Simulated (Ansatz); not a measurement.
Two members of one family (Series BH2X), computed with Ansatz in the gas phase. The two geometries come from different levels. Binding counts from free atoms in the multiplicity of their measured ground term, without zero-point energy. A dash marks a value that wasn't run or was left out as unsound. The structures are stationary points that may keep the symmetry of their start. Remarks come from the PBE and PBE0 runs and from stability tests at other levels; not every state was tested. HOMO above LUMO (over both spins in singlets and doublets, within one spin in higher multiplets; at PBE or PBE0), or a gap under 0.15 eV within one spin, warns that the state may not be the lowest or that an electron is smeared out.

First: BH2(OH) (singlet, charge 0, r2SCAN-D4/def2-TZVP geometry).

```tsv
atom	x (Å)	y (Å)	z (Å)
B1	-0.354	0.232	-0.010
H2	-1.482	0.205	0.385
H3	0.085	1.139	-0.664
O4	0.426	-0.823	0.316
H5	1.325	-0.753	-0.026
```

| level | HOMO (eV) | LUMO (eV) | gap (eV) | vertical IE (eV) | vertical triplet (eV) | binding per atom (eV) |
| --- | --- | --- | --- | --- | --- | --- |
| PBE-D4/def2-SVP | -7.19 | -1.22 | 5.98 | – | – | 3.84 |
| PBE-D4/def2-TZVP | -7.38 | -1.44 | 5.94 | 11.47 | 5.55 | 3.81 |
| revPBE-D4/def2-TZVP | -7.36 | -1.34 | 6.02 | – | – | 3.72 |
| r2SCAN-D4/def2-TZVP | -7.71 | -1.00 | 6.71 | 11.59 | 5.63 | 3.78 |
| PBE0-D4/def2-SVP | -8.75 | -0.18 | 8.57 | – | – | 3.77 |

Second: BH2(NH2) (singlet, charge 0, PBE-D4/def2-TZVP geometry).

Cartesian coordinates in Å:
```
B 0.4526 -0.2054 -0.4771
H 0.1246 -1.0577 -1.2601
H 1.5431 0.3015 -0.4990
N -0.4625 0.2097 0.4874
H -0.2583 0.9227 1.1811
H -1.3994 -0.1709 0.5677
```

Problem. Estimate the same table for the second.

Solution. 
| level | HOMO (eV) | LUMO (eV) | gap (eV) | vertical IE (eV) | vertical triplet (eV) | binding per atom (eV) |
| --- | --- | --- | --- | --- | --- | --- |
| PBE-D4/def2-SVP | -7.12 | -0.48 | 6.65 | – | – | 3.69 |
| PBE-D4/def2-TZVP | -7.30 | -0.77 | 6.53 | 11.21 | 6.00 | 3.68 |
| revPBE-D4/def2-TZVP | -7.23 | -0.68 | 6.55 | – | – | 3.60 |
| r2SCAN-D4/def2-TZVP | -7.54 | -0.35 | 7.19 | 11.20 | 6.01 | 3.62 |
| PBE0-D4/def2-SVP | -8.53 | 0.53 | 9.06 | – | – | 3.64 |

Remarks: gap within one spin near zero at PBE or PBE0 (triplet).
